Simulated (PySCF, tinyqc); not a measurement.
Harmonic frequencies on the B3LYP (VWN-RPA form)/sto-3g surface (energies and gradients from PySCF), for CH2, spin multiplicity 1, step by step. The lowest restricted solution is unstable here: a spin-polarised one lies 0.0128 hartree lower (PySCF). One step of it, computed by the program tinyqc.

Task: Normal modes. Diagonalise H_ij / sqrt(m_i m_j); the 6 smallest eigenvalues belong to translations and rotations; wavenumber = sqrt(eigenvalue / 1822.888) x 219474.63; each mode has its largest component positive (the first on a tie); zero-point energy = sum of wavenumbers / 2, with 349.755 1/cm per kcal/mol. A mass of 2.014 u marks deuterium.

Hessian (symmetrised) (hartree/bohr^2), lower triangle:
```
             1Cx          1Cy          1Cz          2Hx          2Hy          2Hz          3Hx          3Hy
1Cx   0.00092754
1Cy  -0.01827566   0.38583024
1Cz  -0.00478655   0.00137221   0.34310693
2Hx  -0.00062508   0.01099421   0.00750067   0.00069501
2Hy   0.01009468  -0.18266235  -0.10565805  -0.01196125   0.21217323
2Hz   0.01058155  -0.17081403  -0.18164388  -0.00897074   0.13970226   0.17127282
3Hx  -0.00030788   0.00728050  -0.00271318  -0.00006476   0.00186529  -0.00161476   0.00037290
3Hy   0.00817748  -0.20316703   0.10428856   0.00096821  -0.02951085   0.03110912  -0.00914347   0.23267699
3Hz  -0.00579546   0.16944225  -0.16146078   0.00146838  -0.03404730   0.01037255   0.00433009  -0.13539502

            3Hz
3Hz  0.15108448
```

masses (u): 1C 12.000000, 2H 1.007825, 3H 2.014102

Give: eigenvalues of the mass-weighted Hessian; harmonic wavenumbers of the vibrations; mass-weighted modes; zero-point energy.

Result:

eigenvalues of the mass-weighted Hessian (hartree/(bohr^2 u)): 0.0000  0.0000  0.0000  0.0000  0.0000  0.0000  0.0839  0.1908  0.3581

harmonic wavenumbers of the vibrations (1/cm): 1488.7  2245.3  3075.9

mass-weighted modes:
```
      mode 1   mode 2   mode 3
1Cx   0.0041   0.0097   0.0127
1Cy   0.0084  -0.2740  -0.2231
1Cz  -0.3270   0.2359  -0.1586
2Hx   0.0179   0.0050  -0.0427
2Hy  -0.5397  -0.0988   0.7173
2Hz   0.5507  -0.0236   0.6350
3Hx  -0.0227  -0.0273  -0.0009
3Hy   0.3612   0.7386   0.0372
3Hz   0.4087  -0.5591  -0.0621
```

zero-point energy = 9.7352 kcal/mol
